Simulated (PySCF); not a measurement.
H4N2, SMILES NN (connectivity only; charge and spin as stated), charge +1, multiplicity 2.

Coordinates come from a ωB97X-D3(BJ)/def2-TZVP optimisation. The multiplicity is an assumed one; other spin states were not compared.

Method: SMD-PBE0/def2-SVP (PySCF).

Solvation free energies are E(SMD) − E(gas) at the gas-phase geometry, for 1 M in both phases.

### Question
Rank water, diethylether, tetrahydrofuran by solvation free energy, most negative first.

### Answer
water (-74.8 kcal/mol), tetrahydrofuran (-65.7 kcal/mol), diethylether (-58.1 kcal/mol)
